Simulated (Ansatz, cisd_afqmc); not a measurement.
Species: H2F, charge 0, doublet.
NHTBH set geometry:
```xyz
3

H      0.0000     0.0000     1.1372
F      0.0000     0.0000     0.0000
H      0.0000     0.0000    -1.1372
```
Charge 0, spin multiplicity 2.

Total energies in aug-cc-pVTZ, 9 correlated electrons, 1 frozen orbitals. UHF or UKS for unpaired electrons; spin-orbit terms are left out. Cores are frozen in correlated methods. No relativity. The Monte Carlo rows (phaseless AFQMC, CISD trial, step 0.005/hartree) carry one-sigma bars that omit the constraint's bias. Outlying blocks are dropped, and bars are widened where a walk drifts. Over all cases where full CI ran beside it in this data, AFQMC minus full CI had a median of +0.1 mEh and passed +0.4 mEh in a tenth of the cases. The UHF reference of FH2 (saddle point or complex, doublet) is spin-contaminated (<S^2> up to 0.04 over the pure value in the sets run).

```
method         program         energy (Eh)  minus CCSDT(Q) (mEh)
----------  ----------  ------------------  --------------------
HF              Ansatz          -100.46976                313.93
MP2             Ansatz          -100.76777                 15.92
CCSD            Ansatz          -100.77338                 10.31
CCSD(T)         Ansatz          -100.78310                  0.59
CCSDT(Q)        Ansatz          -100.78369                  0.00
AFQMC/CISD  cisd_afqmc  -100.7837 ± 0.0003             0.0 ± 0.3
```

Rough core times of Ansatz's runs on a shared machine: CCSD(T) under 20 s, CCSDT(Q) 9 min.

Ansatz is a program for electronic structure.
